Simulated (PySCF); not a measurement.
Compound: CH6Si.
SMILES with atom numbers: `[CH3:1][SiH3:2]` (hydrogens: H3, H4, H5 on C1; H6, H7, H8 on Si2)

The same species was optimised twice, with GFN2-xTB and with PBE0-D3(BJ)/def2-SVP (PySCF), and the same property calculations (PySCF, gas phase) were run on both structures.

```tsv
coordinate	GFN2-xTB	PBE0-D3(BJ)/def2-SVP	change
Si2–H8 (Å)	1.465	1.496	+0.031
Si2–H6 (Å)	1.465	1.496	+0.031
Si2–H7 (Å)	1.465	1.496	+0.031
C1–Si2 (Å)	1.896	1.879	-0.017
C1–H5 (Å)	1.087	1.101	+0.014
C1–H3 (Å)	1.087	1.101	+0.014
C1–H4 (Å)	1.087	1.101	+0.014
C1–Si2–H8 (°)	109.5	110.8	+1.3
H7–Si2–H8 (°)	109.4	108.2	-1.2
H6–Si2–H8 (°)	109.4	108.1	-1.3
H6–Si2–H7 (°)	109.4	108.1	-1.3
C1–Si2–H7 (°)	109.6	110.8	+1.2
C1–Si2–H6 (°)	109.5	110.7	+1.2
Si2–C1–H5 (°)	111.3	110.8	-0.5
Si2–C1–H3 (°)	111.3	110.7	-0.6
```

Rotational constants: A = 57027, B = 10783, C = 10783 MHz (GFN2-xTB) against A = 55437, B = 10853, C = 10853 MHz (PBE0-D3(BJ)/def2-SVP). Point groups within 0.08 Å: C3v and C3v. Atoms that the bonding makes alike are paired by their places after alignment.

On the GFN2-xTB structure: HOMO (eV) -9.18 [PBE0/pcSseg-1]; LUMO (eV) 0.94 [PBE0/pcSseg-1]; dipole (D) 0.56 [PBE0/pcSseg-1]; GIAO shielding of C1 (ppm) 197.1 [PBE0/pcSseg-1]; GIAO shielding of Si2 (ppm) 425.6 [PBE0/pcSseg-1].

Question: What do these properties become on the PBE0-D3(BJ)/def2-SVP structure?

Answer: 
| property | level | on GFN2-xTB | on PBE0-D3(BJ)/def2-SVP | change |
| --- | --- | --- | --- | --- |
| HOMO (eV) | PBE0/pcSseg-1 | -9.18 | -9.28 | -0.10 |
| LUMO (eV) | PBE0/pcSseg-1 | 0.94 | 0.94 | 0.00 |
| dipole (D) | PBE0/pcSseg-1 | 0.56 | 0.76 | +0.20 |
| energy, GFN2-xTB geometry as zero (kcal/mol) | PBE0/pcSseg-1 | 0.0 | -0.6 | -0.6 |
| GIAO shielding of C1 (ppm) | PBE0/pcSseg-1 | 197.1 | 194.6 | -2.5 |
| GIAO shielding of Si2 (ppm) | PBE0/pcSseg-1 | 425.6 | 421.2 | -4.4 |

The heavy atoms differ by 0.008 Å rms after alignment. Among all bonds Si2–H6, Si2–H7 and Si2–H8 change most and about equally (+0.031 Å). Changes are differences of the printed values. Neither structure is proved a minimum here.
